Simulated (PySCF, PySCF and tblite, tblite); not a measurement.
# C2H5FS2: a path driven as rotation about a bond, and NMR exchange

Aim: the barrier and rate of rotation about a bond in C2H5FS2 (`CSSCF`), and what it does to NMR lines.

Programs: PySCF 2.14.0 with density-fitted response routines of our own, and tblite 0.8.0. All values are computed, except where a source is named. Atoms count from 0 throughout.

## (1) The molecule as given

10 atoms, charge 0, multiplicity 1; geometry from: force field or distance geometry start.

Bonds of the start (Å): C0–H5 1.10, C0–H6 1.09, C0–H7 1.09, C0–S1 1.81, C3–F4 1.34, C3–H8 1.10, C3–H9 1.09, S1–S2 2.05, S2–C3 1.82.

## (2) GFN2-xTB relaxation, start minimum

The job: settings as JSON, then the geometry in Å.

```
{"job": {"xc": "GFN2-xTB", "basis": "xTB", "kind": "relax"}, "charge": 0, "multiplicity": 1}
C      1.808000    -0.297500    -0.111400
S      0.584800    -1.003800     1.023000
S     -0.748800     0.530700     1.249400
C     -1.822900     0.337700    -0.212700
F     -1.096600     0.455600    -1.338400
H      1.336200    -0.078600    -1.081100
H      2.235600     0.619300     0.305100
H      2.610900    -1.012400    -0.265100
H     -2.303400    -0.652300    -0.199300
H     -2.594900     1.106100    -0.201200
```

Run with:

```console
OMP_NUM_THREADS=1 python ens_run.py task.json out
```

This one command runs the whole study; its stages follow in the order run.

What it wrote:

```text
step      E/eV     max force
  0    -491.33294    0.797
  1    -491.34993    0.237
  2    -491.35450    0.184
  3    -491.35885    0.181
  4    -491.36266    0.218
  5    -491.36533    0.145
  6    -491.36701    0.102
  7    -491.36822    0.096
  8    -491.36925    0.098
  9    -491.37011    0.099
 10    -491.37074    0.074
 11    -491.37123    0.062
 12    -491.37173    0.068
 13    -491.37246    0.111
 14    -491.37355    0.146
 15    -491.37485    0.139
 16    -491.37590    0.085
 17    -491.37645    0.056
 18    -491.37674    0.051
 19    -491.37711    0.064
 20    -491.37766    0.088
 21    -491.37834    0.095
 22    -491.37905    0.081
 23    -491.37984    0.084
 24    -491.38084    0.104
 25    -491.38197    0.105
 26    -491.38299    0.113
 27    -491.38364    0.083
 28    -491.38400    0.049
 29    -491.38424    0.042
 30    -491.38441    0.037
 31    -491.38451    0.027
 32    -491.38457    0.018
 33    -491.38461    0.021
 34    -491.38465    0.024
 35    -491.38469    0.023
 36    -491.38474    0.027
 37    -491.38481    0.029
 38    -491.38488    0.025
 39    -491.38494    0.022
 40    -491.38497    0.013
 41    -491.38499    0.018
 42    -491.38502    0.019
 43    -491.38505    0.018
 44    -491.38507    0.014
 45    -491.38508    0.014
 46    -491.38511    0.018
 47    -491.38515    0.030
 48    -491.38522    0.039
 49    -491.38532    0.039
 50    -491.38541    0.027
 51    -491.38548    0.021
 52    -491.38554    0.027
 53    -491.38561    0.028
 54    -491.38566    0.017
 55    -491.38568    0.007
 56    -491.38568    0.004
 57    -491.38568    0.002
```

It took 0.19 s on 1 thread of Intel Xeon 6975P-C, shared host.

Gain 0.053 eV; displacement 0.16 Å root mean square.

## (3) Relaxed scan, rotation

The job: settings as JSON, then the geometry in Å.

```
{"job": {"xc": "GFN2-xTB", "basis": "xTB", "coordinate": [["t", [0, 1, 2, 3], 1.0]], "kind": "drive"}, "charge": 0, "multiplicity": 1}
C      1.835632    -0.318783    -0.102637
S      0.566069    -0.926992     1.057260
S     -0.701485     0.652134     1.163624
C     -1.841353     0.337179    -0.231631
F     -1.277086     0.669889    -1.424180
H      1.377336    -0.105508    -1.063208
H      2.302520     0.569198     0.310785
H      2.562327    -1.117913    -0.200296
H     -2.097283    -0.723803    -0.262048
H     -2.717796     0.969254    -0.079377
```

What it wrote:

```text
point  coordinate     E/eV
  0    102.300     -491.36476
  1    117.100     -491.31330
  2    132.100     -491.24874
  3    147.200     -491.19066
  4    162.400     -491.15306
  5    177.600     -491.13812
  6    192.800     -491.14492
  7    208.000     -491.17172
  8    223.100     -491.21474
  9    238.100     -491.26411
 10    252.900     -491.30357
 11    267.600     -491.31760
```

It took 0.9 s on 1 thread of Intel Xeon 6975P-C, shared host.

The highest point is number 5, 5.2 kcal/mol above the first.

## (4) Nudged elastic band, leg 1

The job, as its differences from that of step 3:

```diff
@@ -1,2 +1,2 @@
-{"job": {"xc": "GFN2-xTB", "basis": "xTB", "coordinate": [["t", [0, 1, 2, 3], 1.0]], "kind": "drive"}, "charge": 0, "multiplicity": 1}
+{"job": {"xc": "GFN2-xTB", "basis": "xTB", "kind": "neb"}, "charge": 0, "multiplicity": 1}
 C      1.835632    -0.318783    -0.102637
```

What it wrote:

```text
image   E - E0 / eV
  0       0.0000
  1       0.0694
  2       0.2005
  3       0.2456
  4       0.1705
  5       0.0796
  6       0.0576
```

It took 0.47 s on 1 thread of Intel Xeon 6975P-C, shared host.

The highest point is number 3, 5.7 kcal/mol above the first.

## (5) Saddle search, leg 1

The job: settings as JSON, then the geometry in Å.

```
{"job": {"xc": "GFN2-xTB", "basis": "xTB", "kind": "saddle"}, "charge": 0, "multiplicity": 1}
C      2.195792    -0.361971     0.148020
S      0.501860    -0.914359    -0.172958
S     -0.449194     0.934322     0.019590
C     -2.167205     0.373536    -0.076105
F     -2.601592     0.286064    -1.360539
H      2.544294     0.235206    -0.689383
H      2.219622     0.210248     1.070954
H      2.791767    -1.262680     0.244194
H     -2.254122    -0.615855     0.376863
H     -2.781223     1.115488     0.439365
```

What it wrote:

```text
step      E/eV     max force
  0    -491.14011   0.0343
  1    -491.13981   0.1272
  2    -491.14019   0.0399
  3    -491.14056   0.0340
  4    -491.14100   0.0904
  5    -491.14086   0.0131
  6    -491.14131   0.0154
  7    -491.14148   0.0287
  8    -491.14152   0.0014
lowest wavenumbers (cm-1): -55.0 73.4 133.2 154.9 222.8 359.6
```

It took 0.98 s on 1 thread of Intel Xeon 6975P-C, shared host.

Point group C1; 1 imaginary mode, 55i cm⁻¹, carried by C0, S1, F4, S2. Steps downhill from it reached both ends.

## (6) DFT refinement, start: PBE0-D3(BJ)/def2-SVP

The job: settings as JSON, then the geometry in Å.

```
{"job": {"xc": "PBE0", "basis": "def2-SVP", "kind": "refine"}, "charge": 0, "multiplicity": 1}
C      1.835632    -0.318783    -0.102637
S      0.566069    -0.926992     1.057260
S     -0.701485     0.652134     1.163624
C     -1.841353     0.337179    -0.231631
F     -1.277086     0.669889    -1.424180
H      1.377336    -0.105508    -1.063208
H      2.302520     0.569198     0.310785
H      2.562327    -1.117913    -0.200296
H     -2.097283    -0.723803    -0.262048
H     -2.717796     0.969254    -0.079377
```

What it wrote:

```text
step      E/eV     max force
  0    -26519.95934   0.8116
  1    -26520.00214   0.2393
  2    -26520.00546   0.0545
  3    -26520.00551   0.0756
  4    -26520.00577   0.0247
  5    -26520.00578   0.0185
  6    -26520.00582   0.0032
```

It took 24 s on 1 thread of Intel Xeon 6975P-C, shared host; peak memory 0.52 GiB.

Gain 0.046 eV; displacement 0.07 Å root mean square.

**DFT refinement, saddle of leg 1: PBE0-D3(BJ)/def2-SVP**

The job: settings as JSON, then the geometry in Å.

```
{"job": {"xc": "PBE0", "basis": "def2-SVP", "kind": "refine"}, "charge": 0, "multiplicity": 1}
C      2.199365    -0.361172     0.141041
S      0.491846    -0.929983    -0.057169
S     -0.460095     0.921743     0.108732
C     -2.174744     0.377689    -0.087295
F     -2.511998     0.202761    -1.390966
H      2.452380     0.319004    -0.666691
H      2.311492     0.124549     1.105681
H      2.816485    -1.252298     0.091714
H     -2.319888    -0.572576     0.431857
H     -2.804844     1.170282     0.323095
```

What it wrote:

```text
step      E/eV     max force
  0    -26519.61057   0.8466
  1    -26519.65187   0.1943
  2    -26519.65025   0.2433
  3    -26519.65445   0.0714
  4    -26519.65452   0.0499
  5    -26519.65471   0.0103
```

Wall time 20 s (1 thread of Intel Xeon 6975P-C, shared host); peak memory 0.5 GiB.

Relaxing gained 0.044 eV and moved the atoms by 0.07 Å on average (rms).

**DFT refinement, end: PBE0-D3(BJ)/def2-SVP**

The job: settings as JSON, then the geometry in Å.

```
{"job": {"xc": "PBE0", "basis": "def2-SVP", "kind": "refine"}, "charge": 0, "multiplicity": 1}
C      1.880310    -0.404718     0.144681
S      0.722290    -0.668871    -1.241877
S     -0.457757     0.975164    -1.123037
C     -1.848324     0.413454    -0.072660
F     -2.788082    -0.250374    -0.790331
H      2.396033     0.539623     0.006651
H      1.341487    -0.416707     1.087092
H      2.584891    -1.228216     0.106472
H     -1.476807    -0.260117     0.702735
H     -2.308555     1.309452     0.349461
```

What it wrote:

```text
step      E/eV     max force
  0    -26519.87114   0.8162
  1    -26519.91386   0.2570
  2    -26519.91756   0.1817
  3    -26519.91108   0.3696
  4    -26519.91853   0.0218
  5    -26519.91872   0.0513
  6    -26519.91884   0.0426
  7    -26519.91894   0.0185
  8    -26519.91896   0.0037
```

Run time: 29 s. Hardware: 1 thread of Intel Xeon 6975P-C, shared host; peak memory 0.51 GiB.

Relaxing gained 0.048 eV and moved the atoms by 0.09 Å on average (rms).

## (7) Shieldings, start: PBE0/pcSseg-1

The job: settings as JSON, then the geometry in Å.

```
{"job": {"kind": "nmr", "xc": "PBE0", "basis": "pcSseg-1", "pop": false}, "charge": 0, "multiplicity": 1}
C      1.787329    -0.304767    -0.107970
S      0.575226    -0.951668     1.074147
S     -0.752539     0.620954     1.212837
C     -1.791183     0.333185    -0.231106
F     -1.154666     0.614695    -1.404772
H      1.308252    -0.094184    -1.072275
H      2.271540     0.599161     0.285764
H      2.541454    -1.096779    -0.232876
H     -2.115458    -0.718877    -0.242257
H     -2.661074     1.002934    -0.113200
```

What it wrote:

```text
coarse grid: 9608 points
cycle   1  E = -974.8409650029  dE =  4.132e-01  |g| = 4.569e-01  |ddm| = 2.857e+00
cycle   2  E = -974.8106309436  dE =  3.033e-02  |g| = 6.494e-01  |ddm| = 6.332e-01
cycle   3  E = -974.8775743892  dE = -6.694e-02  |g| = 4.439e-02  |ddm| = 3.721e-01
cycle   4  E = -974.8779400097  dE = -3.656e-04  |g| = 1.691e-02  |ddm| = 5.884e-02
cycle   5  E = -974.8780053293  dE = -6.532e-05  |g| = 5.869e-03  |ddm| = 2.515e-02
cycle   6  E = -974.8780142447  dE = -8.915e-06  |g| = 1.035e-03  |ddm| = 8.023e-03
final grid: 84376 points
cycle   7  E = -974.9186470684  dE = -2.258e-05  |g| = 8.208e-03  |ddm| = 2.293e-02
cycle   8  E = -974.9186350268  dE =  1.204e-05  |g| = 1.086e-02  |ddm| = 1.491e-02
cycle   9  E = -974.9186623620  dE = -2.734e-05  |g| = 6.116e-04  |ddm| = 8.886e-03
cycle  10  E = -974.9186624372  dE = -7.522e-08  |g| = 1.580e-04  |ddm| = 7.118e-04
cycle  11  E = -974.9186624407  dE = -3.441e-09  |g| = 7.734e-05  |ddm| = 1.656e-04
cycle  12  E = -974.9186624420  dE = -1.342e-09  |g| = 8.982e-06  |ddm| = 7.780e-05
cycle  13  E = -974.9186624420  dE = -1.637e-11  |g| = 2.537e-06  |ddm| = 1.230e-05
converged SCF energy = -974.9186624420

GIAO shielding tensors (ppm)
atom      isotropic    diamagn.    paramagn.     s11        s22        s33       span
  0 C      154.839     250.841     -96.001    129.343    151.513    183.662     54.319
  1 S      435.287    1055.491    -620.204    266.565    316.547    722.750    456.185
  2 S      378.798    1055.392    -676.594    272.056    327.418    536.918    264.862
  3 C       84.877     242.545    -157.668     44.345     88.336    121.949     77.604
  4 F      381.969     475.377     -93.408    327.432    365.527    452.948    125.516
  5 H       28.569      30.128      -1.558     22.702     28.917     34.089     11.386
  6 H       28.711      29.104      -0.393     24.436     26.675     35.022     10.586
  7 H       29.378      28.536       0.843     24.560     25.779     37.796     13.237
  8 H       25.814      27.864      -2.050     20.011     26.783     30.647     10.635
  9 H       25.695      26.951      -1.256     20.314     25.699     31.072     10.758
```

Run time: 5.9 s. Hardware: 1 thread of Intel Xeon 6975P-C, shared host; peak memory 0.63 GiB.

Key values: HOMO -7.05 eV, LUMO -0.68 eV; dipole 0.69 D.

(Part 1 of 2 ends here.)
